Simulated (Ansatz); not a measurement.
Results of PBEsol in Ansatz (PAW) for hcp Tc.

Numerical settings: plane-wave cutoff 520 eV, 24×24×12 k mesh (along the axes of the cell as run), Fermi–Dirac smearing 0.05 eV, no spin polarisation, scalar-relativistic PAW data made under PBE.

A third-order Birch–Murnaghan fit to the energies gives V0 = 14.005 Å³/atom, B0 = 327 GPa, B′ = 4.5.

```tsv
V (Å³/atom)	P (GPa)
13.445	[?]
13.725	[?]
14.005	0.00
14.285	[?]
14.565	[?]
```

Q: Estimate the withheld pressures from this fit; the answers are the runs' own values.

A: 
- 13.445, P (GPa): 14.64
- 13.725, P (GPa): 6.92
- 14.285, P (GPa): -6.20
- 14.565, P (GPa): -11.76

The formula P = (3/2) B0 (x^(7/3) − x^(5/3)) [1 + (3/4)(B′ − 4)(x^(2/3) − 1)] with x = V0/V meets the computed pressures within 0.03 GPa when these rounded values are put in.

Shape and atoms are relaxed at each volume.

Measured, for comparison: bulk modulus 303 GPa (zero-point energy and finite temperature contributions removed; as tabulated in doi:10.1021/acs.jctc.3c00612). Computed (rounded) less measured: bulk modulus +8 %.

Note: the bulk modulus comes from volumes at which shape and atoms were relaxed.

Static lattice: no zero-point or thermal effects.

Cost on a shared machine: around 6 core-minutes (rough).

Ansatz is a quantum-chemistry and plane-wave program.
